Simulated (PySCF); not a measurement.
**PH⁺: changing the method**

Aim: see what other levels and later steps give for PH⁺.

Method: each script names its method and basis; program: PySCF 2.14.0.

2 further runs of the same task are left out: 2 that didn't finish.

## Step 1: Where the work starts

PH⁺: 2 atoms, charge 1, spin multiplicity 2.

Bond lengths: P1–H2 1.337 Å.

## Step 2: The base run

The input, input.py:

```python
from pyscf import gto, scf, mcscf

mol = gto.M(
    atom='P 0 0 0; H 0 0 1.337',
    basis='jorge-dzp-dkh',
    charge=1,
    spin=1,
    verbose=4,
)
mf = scf.ROHF(mol)
mf = mf.sfx2c1e()
mf.kernel()
mc = mcscf.CASSCF(mf, 5, 5)
mc.kernel()
mc.analyze()
mf.dip_moment()
print('orbital energies (hartree):', mf.mo_energy[..., max(0, mol.nelec[1]-3):mol.nelec[0]+3].round(4))
```

On the command line:

```bash
$ OMP_NUM_THREADS=1 python input.py
```

## Step 3: RHF

Variant 1 changes SCF type: ROHF → RHF.

Edit input.py of step 2 so:

```diff
@@ -9,3 +9,3 @@
 )
-mf = scf.ROHF(mol)
+mf = scf.RHF(mol)
 mf = mf.sfx2c1e()
```

## Step 4: MP2 (UHF)

Variant 2 changes step after the SCF: casscf → mp2; SCF type: ROHF → UHF; frozen orbitals: none → 5.

The input, input.py:

```python
from pyscf import gto, scf, mp

mol = gto.M(
    atom='P 0 0 0; H 0 0 1.337',
    basis='jorge-dzp-dkh',
    charge=1,
    spin=1,
    verbose=4,
)
mf = scf.UHF(mol)
mf = mf.sfx2c1e()
mf.kernel()
mp.MP2(mf, frozen=5).kernel()
mf.dip_moment()
print('orbital energies (hartree):', [e[max(0, n-3):n+3].round(4) for e, n in zip(mf.mo_energy, mol.nelec)])
```

## Step 5: Geometry optimisation

Variant 3 changes step after the SCF: casscf → optimize.

The input, input.py:

```python
from pyscf import gto, scf
from pyscf.geomopt.geometric_solver import optimize

mol = gto.M(
    atom='P 0 0 0; H 0 0 1.337',
    basis='jorge-dzp-dkh',
    charge=1,
    spin=1,
    verbose=4,
)
mf = scf.ROHF(mol)
mf = mf.sfx2c1e()
mf.kernel()
mol_eq = optimize(mf, maxsteps=30)
print('optimised geometry (angstrom)')
print(mol_eq.tostring('raw'))
print('orbital energies (hartree):', mf.mo_energy[..., max(0, mol.nelec[1]-3):mol.nelec[0]+3].round(4))
```

## Step 6: SCF alone

Variant 4 changes step after the SCF: casscf → none.

Edit input.py of step 2 so:

```diff
@@ -1,2 +1,2 @@
-from pyscf import gto, scf, mcscf
+from pyscf import gto, scf
 
@@ -12,5 +12,2 @@
 mf.kernel()
-mc = mcscf.CASSCF(mf, 5, 5)
-mc.kernel()
-mc.analyze()
 mf.dip_moment()
```

## Step 7: Slater, (ROKS)

Variant 5 changes functional: none (Hartree–Fock) → slater,; SCF type: ROHF → ROKS; step after the SCF: casscf → analyze.

The input, input.py:

```python
from pyscf import gto, dft

mol = gto.M(
    atom='P 0 0 0; H 0 0 1.337',
    basis='jorge-dzp-dkh',
    charge=1,
    spin=1,
    verbose=4,
)
mf = dft.ROKS(mol, xc='slater,')
mf = mf.sfx2c1e()
mf.kernel()
mf.analyze()
print('orbital energies (hartree):', mf.mo_energy[..., max(0, mol.nelec[1]-3):mol.nelec[0]+3].round(4))
```

Q: Predict the outcome of this session. Wanted: for each run, E(SCF); from base; gap, α spin; after the SCF.

**Answer**, as computed:

```
                         run  E(SCF) (hartree)  from base (eV)  cycles  gap, α spin (eV)                           after the SCF
                        base       -341.734439               0       7               n/a            CASSCF correlation -0.990 eV
                         RHF       -341.734439          0.0000       7               n/a            CASSCF correlation -0.990 eV
                   MP2 (UHF)       -341.739209         -0.1298      10             10.29  MP2 correlation -1.944 eV, core frozen
       geometry optimisation       -341.734439          0.0000       7               n/a                 bond 1.424 Å, -0.100 eV
                   SCF alone       -341.734439          0.0000       7               n/a                                     n/a
slater, (ROKS) (poor choice)       -339.872494  not comparable      14               n/a                                     n/a
```

SCF columns refer to the geometry typed in the script.

What this shows: The SCF energy stays the same, to the digits that matter, with RHF. Total energies of different functionals can't be compared with each other; differences within one functional can. Rows marked «poor choice» come from settings spoiled on purpose.
